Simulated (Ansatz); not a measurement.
**BN (triplet): wB97M-V, B2PLYP over a scan of the distance B1–N2, 6-31G**

How well do these functionals follow the top wave-function level for BN (triplet) over a scan of the distance B1–N2?

The runs use Ansatz 0.2.0, Gaussian basis; 6-31G, all electrons in the functionals, frozen cores in the correlation of double hybrids and RPA.

The runs, in order: wB97M-V, B2PLYP, at 1.029 Å; 1.167 Å; 1.315 Å; 1.468 Å; 1.577 Å; 1.858 Å; 2.077 Å; 2.455 Å; 2.839 Å; 3.534 Å; 4.475 Å.

12 further runs of the same task are left out: 11 that didn't finish, 1 set aside as unsound or not needed.

## (1) What is computed

The geometry derives from a PBE0/def2-TZVP stationary point (not a proven minimum). One bond is set to the value named and the two fragments are kept rigid.

2 atoms, charge 0, spin multiplicity 3.

Atoms are counted from 1 here; the program's logs count them from 0.

Bond lengths: B1–N2 1.315 Å.

No dispersion term is added; wB97M-V holds VV10 nonlocal correlation.

The geometry shown and the zero of energy belong to the point 1.315 Å. The yardstick, FCI, and other wave-function levels (R restricted, U unrestricted, valence and pair active spaces) come from earlier runs.

## (2) wB97M-V, 1.029 Å

in.yaml reads:

```yaml
crystal:
  periodic: [false, false, false]
  atoms:
    - {symbol: B, position_ang: [0.000000, 0.000000, 0.000000]}
    - {symbol: N, position_ang: [0.000000, 0.000000, 1.029000]}
basis:
  gaussian: {orbitals: 6-31G}
magnetization: {spin_polarized: true, initial_magnetization: 2}
hamiltonian: {xc: {name: wB97M-V}}
output: {orbitals: {seedname: orbitals}}
```

Launch:

```bash
$ ansatz run in.yaml --threads 1 --pin off --events-out ev --progress --plain --max-ram 2393MiB
```

After this run come: wB97M-V, 1.167 Å; wB97M-V, 1.315 Å; wB97M-V, 1.468 Å; wB97M-V, 1.577 Å; wB97M-V, 1.858 Å; wB97M-V, 2.077 Å; wB97M-V, 2.455 Å; wB97M-V, 2.839 Å; wB97M-V, 3.534 Å; wB97M-V, 4.475 Å; B2PLYP, 1.029 Å; B2PLYP, 1.167 Å; B2PLYP, 1.315 Å; B2PLYP, 1.468 Å; B2PLYP, 1.577 Å; B2PLYP, 1.858 Å; B2PLYP, 2.077 Å; B2PLYP, 2.455 Å; B2PLYP, 2.839 Å; B2PLYP, 3.534 Å; B2PLYP, 4.475 Å.

Before running them: what should the planned runs give, taken together? Wanted: span of the FCI curve; largest miss, wB97M-V; largest miss, B2PLYP.

The runs gave:

```
             quantity                   value
span of the FCI curve            438.8 kJ/mol
largest miss, wB97M-V  +69.8 kJ/mol (4.475 Å)
 largest miss, B2PLYP  +61.9 kJ/mol (2.455 Å)
```

Of the functionals, B2PLYP keep the smallest largest miss at the points compared (at most 61.9 kJ/mol) and wB97M-V strays most (69.8 kJ/mol, at 4.475 Å). wB97M-V, B2PLYP clearly break the spin symmetry at some points (⟨S²⟩ up to 1.00 above the pure value), so energy there is bought with a mixed spin. Functionals and the yardstick converge differently with the basis, so part of each miss in 6-31G is the basis.
